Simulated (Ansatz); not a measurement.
## Spin states of SiH⁺, each at its own bond length

Ansatz 0.2.0, basis cc-pVQZ; geometries are PBE0/def2-TZVP minima. Wave-function levels freeze the cores; HF, MP2 and coupled cluster are restricted for singlets and unrestricted otherwise, Kohn–Sham unrestricted where that lies lower. NEVPT2 and MRCISD+Q stand on CASSCF in the full valence space. The reference is full CI, exact within the basis. Semilocal and hybrid functionals correlate all electrons outside any core potential and usually lie nearer their basis limit than the reference, so part of their error here is the reference's basis and frozen-core error; RPA and the MP2 part of double hybrids freeze the same cores as the reference. None of these values is a measured one. Energies are electronic, without zero-point terms. No spin–orbit coupling and no scalar relativity. The species are chosen: bound, without strong static correlation by their natural occupations or amplitudes, and with a ladder that closes on the reference, so errors are smaller than for species at large; levels whose determinant breaks symmetry or spin markedly are left out.

A. triplet; Si–H 1.547. Coordinates (Å): Si 0.000 0.000 0.000; H 0.000 0.000 1.547
B. singlet; Si–H 1.519. Coordinates (Å): Si 0.000 0.000 0.000; H 0.000 0.000 1.519

Q: From bonding and spin, estimate the order of these in energy at full CI, each at its own geometry.

A: At full CI, above the lowest of those listed: B (0.0 kJ/mol), A (217.4 kJ/mol).

```json
{"level": "full CI", "A less B (kJ/mol)": "217.4"}
{"level": "CCSD(T)", "A less B (kJ/mol)": "217.8"}
{"level": "CCSDT(Q)", "A less B (kJ/mol)": "217.2"}
{"level": "NEVPT2", "A less B (kJ/mol)": "212.6"}
{"level": "MRCISD+Q", "A less B (kJ/mol)": "215.9"}
{"level": "PBE", "A less B (kJ/mol)": "192.7"}
{"level": "r2SCAN", "A less B (kJ/mol)": "170.2"}
{"level": "B3LYP", "A less B (kJ/mol)": "210.6"}
{"level": "wB97M-V", "A less B (kJ/mol)": "230.5"}
{"level": "B2PLYP", "A less B (kJ/mol)": "211.2"}
```

Every level shown puts the same form lowest.

The geometries are PBE0's, not this basis's own minima.
